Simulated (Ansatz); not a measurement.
Ansatz (a program for electronic structure) input (BLYP/def2-TZVPD):

Ansatz 0.2 input:
```yaml
crystal:
  periodic: [false, false, false]
  atoms:
    - {symbol: C, position_ang: [1.52399082, 0.64641529, -0.00531841]}
    - {symbol: C, position_ang: [0.00641875, 0.75859448, 0.00504775]}
    - {symbol: S, position_ang: [-0.88739644, -0.80741437, 0.00020570]}
    - {symbol: H, position_ang: [-0.35075465, 1.31075033, 0.88086873]}
    - {symbol: H, position_ang: [-0.36177463, 1.32241875, -0.85869246]}
    - {symbol: H, position_ang: [1.98165574, 1.63922735, -0.00155821]}
    - {symbol: H, position_ang: [1.87896306, 0.10217541, 0.87023868]}
    - {symbol: H, position_ang: [1.86779611, 0.11399946, -0.89252405]}
basis:
  gaussian:
    orbitals: def2-TZVPD
hamiltonian:
  xc: {name: BLYP}
magnetization: {spin_polarized: true, initial_magnetization: 1}
output: {forces: true}
```

End of the output:

```
integrals: 0.07 GiB planned
896 factors; their error is unknown
mean field: 0.73 GiB planned
mean field evaluation 1: about -12977.2092 eV, gradient 5.2e1 eV
mean field evaluation 2: about -12924.6124 eV, gradient 1.0e2 eV
mean field evaluation 4: about -12989.4082 eV, gradient 8.7e0 eV
mean field evaluation 8: about -12989.7743 eV, gradient 2.4e-1 eV
mean field evaluation 16: about -12989.7392 eV, gradient 2.2e-4 eV
mean field evaluation 32: about -12989.6527 eV, gradient 1.5e-6 eV
mean field -12989.73922697 eV, -477.3641118297 hartree, gradient 8.1e-6 eV, S^2 0.753149; 4 other end points of the search recorded, 0 dependent functions left out
the calculation of the forces begins
reference -12989.73958914 eV, -477.3641251392 hartree; 17, 16 occupied and 148, 149 virtual orbitals, 896 factors
Total energy: -12989.73958914 eV, -477.3641251392 hartree
Atom 0 at     1.523991     0.646415    -0.005318 Å, force     0.079469     0.020646    -0.000365 eV/Å
Atom 1 at     0.006419     0.758594     0.005048 Å, force     0.047586    -0.048915    -0.000630 eV/Å
Atom 2 at    -0.887396    -0.807414     0.000206 Å, force    -0.215233    -0.269449    -0.000444 eV/Å
Atom 3 at    -0.350755     1.310750     0.880869 Å, force    -0.100646     0.145786     0.180059 eV/Å
Atom 4 at    -0.361775     1.322419    -0.858692 Å, force    -0.102906     0.148179    -0.176798 eV/Å
Atom 5 at     1.981656     1.639227    -0.001558 Å, force     0.110951     0.204239     0.000667 eV/Å
Atom 6 at     1.878963     0.102175     0.870239 Å, force     0.091484    -0.101403     0.171574 eV/Å
Atom 7 at     1.867796     0.113999    -0.892524 Å, force     0.089294    -0.099084    -0.174064 eV/Å
Dipole moment:     0.194535     0.328925     0.000974 e Å
```

It need not be the lowest isomer of its formula.
